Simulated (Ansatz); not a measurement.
**PH (triplet): the correlation ladder, def2-TZVPP**

The task here is to estimate one member of a computed series from the others.

Program: Ansatz 0.2.0, Gaussian basis. Level of theory: def2-TZVPP, core rule «outside noble gas», up to 5 orbitals frozen. These are calculated values, not measurements.

To be run: UHF; ROHF; CCSD(T) on UHF.

2 further runs of the same task are left out: 2 set aside as unsound or not needed.

## What is computed

The geometry is a PBE0/def2-TZVP stationary point (not a proven minimum).

2 atoms, charge 0, spin multiplicity 3.

Atoms are counted from 1 here; the program's logs count them from 0.

Bond lengths: P1–H2 1.428 Å.

As a file:

```
P     0.00000    0.00000    0.00000
H     0.00000    0.00000    1.42820
```

The first run:

Input file in.yaml:

```yaml
crystal:
  periodic: [false, false, false]
  atoms:
    - {symbol: P, position_ang: [0.000000, 0.000000, 0.000000]}
    - {symbol: H, position_ang: [0.000000, 0.000000, 1.428200]}
basis:
  gaussian: {orbitals: def2-TZVPP}
magnetization: {spin_polarized: true, initial_magnetization: 2}
hamiltonian: {xc: hf}
output: {orbitals: {seedname: orbitals}}
```

The run is started by

```console
$ ansatz run in.yaml --threads 1 --pin off --events-out ev --progress --plain --max-ram 2560MiB --backend cpu
```

Among the steps run: UHF; ROHF; CCSD(T) on UHF.

One of the session's tables, all rows but one given; the rest of the session is left out.

| method | from UCCSD(T) (meV) |
| --- | --- |
| ROHF | +3873.4 |
| UHF | +3674.6 |
| UMP2 | ? |
| UCCSD | +123.5 |
| UCCSD(T) | 0 |

**Question.** Estimate the row for UMP2.

**Answer.** from UCCSD(T) (meV): +783.6. In the column «from UCCSD(T) (meV)» it lies between UCCSD (+123.5) and UHF (+3674.6).

With the free atoms at the same levels and basis (separate runs), the atomisation energy is 3.066 eV at UCCSD(T), 2.056 eV at ROHF.
